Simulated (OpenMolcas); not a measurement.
**SO3 (sulfur trioxide) at KT2/ANO-RCC-VTZP (DKH2)**

Aim: the vertical singlet–triplet gap of SO3 (sulfur trioxide) at KT2/ANO-RCC-VTZP (DKH2), from 2 runs. 

The calculation is run with OpenMolcas 26.06.

## (1) The system as given

SO3 has 4 atoms, charge 0, and is taken as a singlet. As SMILES, `O=S(=O)=O`. The shape is that of a PBE0-D4/def2-TZVP optimisation.

Bond lengths: O1–S2 1.419 Å, S2–O3 1.419 Å, S2–O4 1.419 Å. Angles: O1–S2–O3 120.0°, O1–S2–O4 120.0°, O3–S2–O4 120.0°.

## (2) A single-point energy at KT2/ANO-RCC-VTZP (DKH2)

job.input reads:

```
&GATEWAY
  Coord
  4
  angstrom
  O       -1.121570      -0.684610       0.536720
  S        0.000010      -0.000030      -0.000040
  O        1.308940      -0.327680       0.440460
  O       -0.187380       1.012320      -0.977150
  Basis
  ANO-RCC-VTZP
  Group
  NoSym

&SEWARD
  GridInput
  Grid=SG1Grid
  End of Grid

&SCF
  KSDFT
  KT2
  PrOrbitals
  1 1
```

Launch:

```console
$ export MOLCAS_MEM=1860
$ pymolcas job.input > job.log
```

The program printed:

```text
--- Start Module: gateway ---
[...]
--- Stop Module: gateway /rc=_RC_ALL_IS_WELL_ ---
--- Start Module: seward ---
[...]
      Basis functions          124
--- Stop Module: seward /rc=_RC_ALL_IS_WELL_ ---
[...]
--- Start Module: scf ---
[...]
       Convergence after  13 Iterations
[...]
::    Total KS-DFT energy                            -631.5558419770
[...]
      Total spin, S                                     0.0000000000
[...]
      Total electronic charge=   40.000000
      Total            charge=   -0.000000
[...]
      Dipole Moment (debye):
      Origin of the operator (angstrom)=    0.0000   -0.0000   -0.0000
                   X=  4.7732E-05               Y= -1.6071E-04               Z= -1.3240E-04           Total=  2.1362E-04
      Quadrupole Moment (debye*angstrom):
[...]
--- Stop Module: scf /rc=_RC_ALL_IS_WELL_ ---
[...]
```

Wall time 31 s (1 thread of Arm Neoverse V2, shared host); peak memory 0.86 GiB.

## (3) The triplet, same level

job.inp reads:

```
>>> EXPORT MOLCAS_PRINT=2
&GATEWAY
Coord
4
angstrom
O       -1.121570      -0.684610       0.536720
S        0.000010      -0.000030      -0.000040
O        1.308940      -0.327680       0.440460
O       -0.187380       1.012320      -0.977150
Basis = ANO-RCC-VTZP
Group = NoSym
&SEWARD
GridInput
Grid=SG1Grid
End of Grid
&SCF
UHF
Spin = 3
KSDFT = KT2
PrOrbitals = 1 1
```

Launch:

```console
$ export MOLCAS_MEM=1860
$ pymolcas job.inp > job.log
```

The program printed:

```text
--- Start Module: gateway ---
[...]
--- Stop Module: gateway /rc=_RC_ALL_IS_WELL_ ---
--- Start Module: seward ---
[...]
      Basis functions          124
--- Stop Module: seward /rc=_RC_ALL_IS_WELL_ ---
[...]
--- Start Module: scf ---
[...]
       Convergence after  23 Iterations
[...]
::    Total KS-DFT energy                            -631.3955447340
[...]
      Total spin, S                                     1.0038451292
[...]
      Total electronic charge=   40.000000
      Total            charge=   -0.000000
[...]
      Dipole Moment (debye):
      Origin of the operator (angstrom)=    0.0000   -0.0000   -0.0000
                   X= -1.0894E-04               Y=  7.3169E-04               Z=  7.5860E-04           Total=  1.0596E-03
      Quadrupole Moment (debye*angstrom):
[...]
--- Stop Module: scf /rc=_RC_ALL_IS_WELL_ ---
[...]
```

It took 44 s on 1 thread of Arm Neoverse V2, shared host; peak memory 0.86 GiB.

## (4) Summary of results

Level: KT2/ANO-RCC-VTZP (DKH2).

| quantity | value |
| --- | --- |
| singlet: total energy | -631.55584 Eh |
| singlet: dipole moment | 0.00 D |
| singlet: HOMO energy | -8.43 eV |
| singlet: LUMO energy | -3.64 eV |
| singlet: HOMO–LUMO gap | 4.79 eV |
| triplet: total energy | -631.39554 Eh |
| triplet: dipole moment | 0.00 D |
| triplet: HOMO energy (highest over α and β) | -4.20 eV |
| triplet: ⟨S²⟩ | 2.012 |
| vertical energy of the triplet above the singlet | 4.362 eV |

At this shape the triplet lies 4.36 eV (101 kcal/mol) above the singlet. Mulliken charges (singlet) run from -0.16 on O1 to +0.47 on S2; they depend strongly on the basis.
